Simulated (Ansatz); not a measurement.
Ansatz (a quantum-chemistry and plane-wave program) input (HF/3-21G): The .json file is the Basis Set Exchange's 3-21G.

Ansatz 0.2 input:
```yaml
crystal:
  periodic: [false, false, false]
  atoms:
    - {symbol: C, position_ang: [-0.00973717, 0.14109779, -1.26067338]}
    - {symbol: Si, position_ang: [0.00458397, -0.06712142, 0.56953855]}
    - {symbol: H, position_ang: [-0.92502358, 0.27576638, -1.82585964]}
    - {symbol: H, position_ang: [0.89715728, 0.17658197, -1.85330504]}
    - {symbol: H, position_ang: [-0.01250272, 1.24978383, 1.26161923]}
    - {symbol: H, position_ang: [-1.19315147, -0.82096845, 1.01280927]}
    - {symbol: H, position_ang: [1.22776798, -0.78805063, 0.99523664]}
basis:
  gaussian:
    orbitals: 3-21G.json
hamiltonian:
  xc: {name: HF}
magnetization: {spin_polarized: true, initial_magnetization: 1}
relax: {f_tol: 0.003, max_steps: 120}
```

From the last part of the output:

```
397 factors; integrals over basis functions are off by at most 6.7e-4 eV
mean field: 0.07 GiB planned
mean field -8922.53146952 eV, -327.8969835957 hartree, gradient 2.6e-5 eV, S^2 0.763011; 0 other end points of the search recorded, 0 dependent functions left out
the calculation of the forces begins
reference -8922.53146952 eV, -327.8969835957 hartree; 13, 12 occupied and 19, 20 virtual orbitals, 397 factors
relax step   4: F+E_penalty+E_count = -8922.53146952 eV  Δ(F+E_penalty+E_count) = -1.152e-4 eV  max|allowed force component| = 4.245e-3 eV/Å  Δτ_max = 0.0029 Å  (28 SCF iters, accepted)
these checks for a lower state are left out or cut short: starts, cluster_reference, orbital_swaps, neighbouring_geometries, increment
integrals: 0.00 GiB planned
397 factors; integrals over basis functions are off by at most 6.7e-4 eV
mean field: 0.07 GiB planned
mean field evaluation 32: about -8922.4017 eV, gradient 3.7e-1 eV
mean field -8922.53147194 eV, -327.8969836846 hartree, gradient 7.9e-5 eV, S^2 0.763017; 0 other end points of the search recorded, 0 dependent functions left out
the calculation of the forces begins
reference -8922.53147194 eV, -327.8969836846 hartree; 13, 12 occupied and 19, 20 virtual orbitals, 397 factors
relax step   5: F+E_penalty+E_count = -8922.53147194 eV  Δ(F+E_penalty+E_count) = -2.419e-6 eV  max|allowed force component| = 3.706e-4 eV/Å  Δτ_max = 0.0023 Å  (24 SCF iters, accepted)
integrals: 0.00 GiB planned
397 factors; integrals over basis functions are off by at most 6.7e-4 eV
mean field: 0.07 GiB planned
mean field -8922.53147194 eV, -327.8969836846 hartree, gradient 7.9e-5 eV, S^2 0.763017; 1 other end points of the search recorded, 0 dependent functions left out
the calculation of the forces begins
reference -8922.53147194 eV, -327.8969836846 hartree; 13, 12 occupied and 19, 20 virtual orbitals, 397 factors
Total energy: -8922.53147194 eV, -327.8969836846 hartree
Atom 0 at    -0.010318     0.147280    -1.290459 Å, force     0.000318    -0.000042    -0.000316 eV/Å
Atom 1 at     0.003699    -0.061979     0.585185 Å, force    -0.000371    -0.000041    -0.000047 eV/Å
Atom 2 at    -0.924186     0.269879    -1.846099 Å, force     0.000288    -0.000233     0.000352 eV/Å
Atom 3 at     0.896325     0.179947    -1.869794 Å, force    -0.000367     0.000257     0.000086 eV/Å
Atom 4 at    -0.009322     1.255451     1.284399 Å, force     0.000134    -0.000017    -0.000044 eV/Å
Atom 5 at    -1.194430    -0.827136     1.027625 Å, force     0.000016     0.000127     0.000009 eV/Å
Atom 6 at     1.227327    -0.796352     1.008509 Å, force    -0.000017    -0.000051    -0.000040 eV/Å
Dipole moment:    -0.000745     0.021225    -0.118984 e Å
```
